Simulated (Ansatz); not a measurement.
C4H6O can be A, `C=C(C)C=O`, or B, `C=C=COC`.

Gas-phase electronic energies from Ansatz, PBE0-D4/def2-TZVP geometries. CCSD(T)/CBS is the MP2 limit (def2-TZVPP, def2-QZVPP) plus CCSD(T) − MP2 in def2-TZVPP, frozen cores. Functionals use def2-TZVPP. B3LYP here is the variant with VWN-RPA as its local correlation; programs differ in this. Each species was taken in one conformer, which may not be the lowest.

Which isomer does CCSD(T)/CBS put lower? Give the gap. (An estimate is asked.)

The calculation gave: A, by 38.0 kcal/mol.

Give E(B) − E(A) in kcal/mol with MP2/def2-TZVPP, r2SCAN-D4, HF/def2-TZVPP, B3LYP-D4, ωB97M-V, CCSD(T)/def2-TZVPP, B2PLYP. (Best estimate.)

Computed: MP2/def2-TZVPP 40.0, r2SCAN-D4 36.8, HF/def2-TZVPP 40.0, B3LYP-D4 36.3, ωB97M-V 37.0, CCSD(T)/def2-TZVPP 38.3, B2PLYP 37.7. None reverses the order clearly.

Largest T1 diagnostic: 0.014.

From PBE to PBE0 (25 % exact exchange), in def2-TZVPP and without D4, E(B) − E(A) moves by +1.3 kcal/mol.
